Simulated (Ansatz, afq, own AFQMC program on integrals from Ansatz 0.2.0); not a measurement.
Integrals from Ansatz 0.2.0, then the random walk in our own AFQMC program (afq).

```yaml
crystal:
  periodic: [false, false, false]
  atoms:
    - {symbol: Si, position_ang: [0.000000, -0.842044, 1.847222]}
    - {symbol: Ge, position_ang: [0.000000, -0.231725, -0.467732]}
    - {symbol: H, position_ang: [0.000000, 1.073769, -1.379491]}
basis:
  gaussian: {orbitals: cc-pVDZ}
magnetization: {spin_polarized: true, initial_magnetization: 3}
correlation: {method: ccsd_t, electrons: outside_noble_gas, hamiltonian_folder: ham}
```

```sh
$ ansatz run in.yaml --threads 1 --pin off --events-out ev --progress --plain --max-ram 1382MiB
```

Options of the walk:

```
--method phaseless --trial cisd --walkers 60 --populations 1 --least-time 40 --time-step 0.005 --steps-per-block 50 --equilibration-blocks 28 --max-blocks 300 --target-error 0.00036 --factor-cut 1e-05 --start spin_pure --seed 4739 --release-times 0.24,0.51,0.99,1.62,2.4 --release-step 0.03 --release-every 4 --taylor-order 6
```

Times are imaginary, in 1/Eh. The walk had a cap of 671 s. Filled inner d shells are frozen with the cores.

afq prints:

```
orbitals 31  electrons 6 3  factors 235 of 556
reference energy -2364.74753519 Eh
CCSD correlation -0.15982819 Eh in 14 cycles, weight of the determinant in the CISD state 0.8545
energy of the start -2364.906926 Eh
 block  time / (1/Eh)  mean weight  energy / Eh
     1     0.250  0.9999  -2364.905176
     2     0.500  1.0022  -2364.905400
     3     0.750  0.9998  -2364.905787
     4     1.000  0.9986  -2364.907082
     5     1.250  0.9987  -2364.908342
     7     1.750  0.9978  -2364.909126
     9     2.250  1.0000  -2364.908926
    17     4.250  1.0001  -2364.917610
    33     8.250  0.9982  -2364.912546
    49    12.250  1.0001  -2364.913262
    65    16.250  0.9997  -2364.914341
    81    20.250  0.9997  -2364.920466
    97    24.250  0.9994  -2364.912545
   113    28.250  1.0003  -2364.913187
   129    32.250  1.0002  -2364.909384
   145    36.250  0.9998  -2364.916357
   161    40.250  1.0012  -2364.914285
   177    44.250  0.9998  -2364.911550
   193    48.250  1.0002  -2364.915638
   209    52.250  1.0001  -2364.915151
   225    56.250  0.9993  -2364.911719
   241    60.250  1.0011  -2364.922907
   257    64.250  1.0006  -2364.911685
   273    68.250  0.9998  -2364.917252
   289    72.250  0.9997  -2364.912640
   305    76.250  0.9996  -2364.915090
   321    80.250  1.0012  -2364.919446
blocks merged  error / Eh  count
     1  0.000183  300
     2  0.000240  150
     4  0.000301  75
     8  0.000388  37
    16  0.000505  18
    32  0.000492  9
released: time / (1/Eh)  energy / Eh  error  mean overlap
  0.24  -2364.914690  0.000349  1.0081
  0.51  -2364.914587  0.000360  1.0159
  0.99  -2364.915136  0.000312  1.0162
  1.62  -2364.915502  0.000312  1.0259
  2.40  -2364.915133  0.000428  1.0480
energy -2364.914654 +/- 0.000505 Eh
(rows thinned)
```

The run failed at least one of its tests; the cautions name the faults.

Against this walk (error 13.7 meV) on the same determinant: CCSD(T) 27.1 meV higher (within the noise), CCSDT(Q) 32.3 meV lower. The error is statistical and leaves out the bias of the constraint. Released to 2.40 1/Eh the energy moves by -13 ± 18 meV (both errors), within twice the noise.

Cautions: constraint bias not in the error; error not settled; error above the target (13.7 against 9.8 meV); no relativity below Rb; no spin-orbit coupling; inner d shell frozen; lower spins were not checked.

The walk took 3.6 min on 1 thread of Arm Neoverse V2 (shared host). The log's last line is the phaseless energy.

CCSDT and higher add their correlation energy to the determinant of the CCSD(T) run, since their own runs factorise the integrals more tightly (a shift of under 2 meV). A walk keeps the symmetry of its determinant, which the program's search chose and which needn't be the lowest solution, so a lower state of the same spin and another symmetry isn't excluded.
